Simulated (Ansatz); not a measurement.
in.yaml

```yaml
crystal:
  periodic: [false, false, false]
  atoms:
    - {symbol: Zr, position_ang: [0.000000, 0.000000, 0.387237]}
    - {symbol: N, position_ang: [0.000000, 0.000000, -2.127769]}
    - {symbol: H, position_ang: [0.000000, -0.821054, -2.739374]}
    - {symbol: H, position_ang: [0.000000, 0.821054, -2.739374]}
basis:
  gaussian: {orbitals: def2-SVP}
total_charge: 1
magnetization: {spin_polarized: false, initial_magnetization: 6}
correlation: {method: ccsd_t, electrons: outside_noble_gas}
```

```sh
$ ansatz run in.yaml --threads 1 --pin off --events-out ev --progress --plain --max-ram 2393MiB
```

Output:

```
580 factors; integrals over basis functions are off by at most 4.7e-4 eV
mean field evaluation 1: about -2761.3359 eV, gradient 1.7e1 eV
mean field evaluation 2: about -2761.3427 eV, gradient 1.7e1 eV
mean field evaluation 4: about -2762.6260 eV, gradient 2.6e0 eV
mean field evaluation 8: about -2762.6730 eV, gradient 2.2e-1 eV
mean field evaluation 16: about -2762.6756 eV, gradient 2.9e-6 eV
mean field evaluation 32: about -2762.6756 eV, gradient 7.8e-3 eV
mean field evaluation 64: about -2761.9866 eV, gradient 2.0e-6 eV
mean field evaluation 96: about -2762.6740 eV, gradient 4.0e-2 eV
mean field evaluation 128: about -2762.6739 eV, gradient 8.3e-6 eV
mean field evaluation 160: about -2762.6739 eV, gradient 3.3e-3 eV
...
mean field evaluation 1664: about -2762.0265 eV, gradient 9.0e-2 eV
mean field evaluation 1696: about -2760.5555 eV, gradient 5.0e-2 eV
mean field evaluation 1728: about -2759.6808 eV, gradient 1.2e-1 eV
mean field -2762.67557550 eV, -101.5264547909 hartree, gradient 3.2e-6 eV, S^2 12.000000; 52 other end points of the search recorded, 0 dependent functions left out
mean field evaluation 1760: about -2762.9270 eV, gradient 2.3e-3 eV
mean field evaluation 1792: about -2762.9254 eV, gradient 1.5e-3 eV
mean field evaluation 1824: about -2762.2275 eV, gradient 4.7e-2 eV
mean field evaluation 1856: about -2762.9268 eV, gradient 9.3e-2 eV
mean field evaluation 1888: about -2762.9254 eV, gradient 2.4e-4 eV
mean field evaluation 1920: about -2762.2777 eV, gradient 1.5e0 eV
determinant -2762.67557550 eV, -101.5264547909 hartree, with singles and doubles -2767.01736555 eV, -101.6860126321 hartree
determinant -2762.67392759 eV, -101.5263942311 hartree, with singles and doubles -2767.01491535 eV, -101.6859225891 hartree
determinant -2762.23167860 eV, -101.5101418807 hartree, with singles and doubles -2766.58737771 eV, -101.6702108705 hartree
determinant -2762.03411545 eV, -101.5028815689 hartree, with singles and doubles -2766.37094679 eV, -101.6622571810 hartree
determinant -2761.98662967 eV, -101.5011364985 hartree, with singles and doubles -2766.39958046 eV, -101.6633094491 hartree
determinant -2761.79908360 eV, -101.4942443077 hartree, with singles and doubles -2766.22326637 eV, -101.6568300255 hartree
determinant -2761.69491235 eV, -101.4904160850 hartree, with singles and doubles -2766.21987693 eV, -101.6567054660 hartree
determinant -2761.54519884 eV, -101.4849142147 hartree, with singles and doubles -2766.06298844 eV, -101.6509399205 hartree
determinant -2761.46253101 eV, -101.4818762280 hartree, with singles and doubles -2765.92507957 eV, -101.6458718627 hartree
determinant -2761.38083929 eV, -101.4788741128 hartree, with singles and doubles -2765.90817072 eV, -101.6452504739 hartree
determinant -2760.77196995 eV, -101.4564985772 hartree, with singles and doubles -2764.92485481 eV, -101.6091142808 hartree
determinant -2760.73198943 eV, -101.4550293203 hartree, with singles and doubles -2765.05152869 eV, -101.6137694601 hartree
determinant -2760.69323533 eV, -101.4536051334 hartree, with singles and doubles -2764.77386383 eV, -101.6035654646 hartree
determinant -2760.68681532 eV, -101.4533692021 hartree, with singles and doubles -2765.07247749 eV, -101.6145393144 hartree
determinant -2760.67160468 eV, -101.4528102214 hartree, with singles and doubles -2764.82674174 eV, -101.6055086922 hartree
determinant -2760.60540076 eV, -101.4503772724 hartree, with singles and doubles -2764.91327725 eV, -101.6086888136 hartree
determinant -2760.55895643 eV, -101.4486704747 hartree, with singles and doubles -2765.10428636 eV, -101.6157082689 hartree
determinant -2760.54553619 eV, -101.4481772901 hartree, with singles and doubles -2764.93824155 eV, -101.6096062346 hartree
determinant -2760.46758820 eV, -101.4453127542 hartree, with singles and doubles -2764.53221211 eV, -101.5946849278 hartree
determinant -2760.45286402 eV, -101.4447716506 hartree, with singles and doubles -2764.59008531 eV, -101.5968117287 hartree
determinant -2760.44033979 eV, -101.4443113935 hartree, with singles and doubles -2764.67595847 eV, -101.5999675091 hartree
determinant -2760.39378985 eV, -101.4426007149 hartree, with singles and doubles -2764.55797377 eV, -101.5956316515 hartree
determinant -2760.37192491 eV, -101.4417971933 hartree, with singles and doubles -2764.51354359 eV, -101.5939988723 hartree
determinant -2760.32997208 eV, -101.4402554550 hartree, with singles and doubles -2764.50157511 eV, -101.5935590389 hartree
determinant -2760.25411218 eV, -101.4374676553 hartree, with singles and doubles -2764.77481722 eV, -101.6036005010 hartree
determinant -2760.23370123 eV, -101.4367175667 hartree, with singles and doubles -2764.53892518 eV, -101.5949316286 hartree
determinant -2760.23046941 eV, -101.4365987995 hartree, with singles and doubles -2764.73322732 eV, -101.6020721006 hartree
determinant -2760.22872657 eV, -101.4365347512 hartree, with singles and doubles -2764.52624147 eV, -101.5944655109 hartree
determinant -2760.22014371 eV, -101.4362193370 hartree, with singles and doubles -2764.45257883 eV, -101.5917584586 hartree
determinant -2759.77728797 eV, -101.4199446885 hartree, with singles and doubles -2764.03192105 eV, -101.5762995704 hartree
determinant -2759.75048359 eV, -101.4189596458 hartree, with singles and doubles -2763.96328138 eV, -101.5737771092 hartree
determinant -2759.70339856 eV, -101.4172293029 hartree, with singles and doubles -2763.93870691 eV, -101.5728740138 hartree
determinant -2759.69241516 eV, -101.4168256703 hartree, with singles and doubles -2763.89171681 eV, -101.5711471597 hartree
determinant -2762.67557550 eV, -101.5264547909 hartree, with singles and doubles -2767.01724074 eV, -101.6860080454 hartree
determinant -2762.67392759 eV, -101.5263942311 hartree, with singles and doubles -2767.01476693 eV, -101.6859171345 hartree
determinant -2762.23167860 eV, -101.5101418807 hartree, with singles and doubles -2766.58992703 eV, -101.6703045564 hartree
5 core orbitals not correlated: weight in the atoms' cores, before any rotation towards them, 0.909 or more for the frozen orbitals, at most 0.088 for the correlated occupied ones
reference -2762.67557550 eV, -101.5264547909 hartree; 8, 2 occupied and 42, 48 virtual orbitals, 580 factors
second order -3.55578800 eV of doubles, -0.08357940 eV of singles
cycle   1  -4.34166492 eV  change    3.1e-7 eV  update   3.7e-6
perturbative correction -0.06838176 eV, -0.0025129835 hartree
Total energy: -2767.08562219 eV, -101.6885210174 hartree
```

Ran on 1 thread of Arm Neoverse V2, shared host: 32 s wall, 0.19 GiB peak host memory.
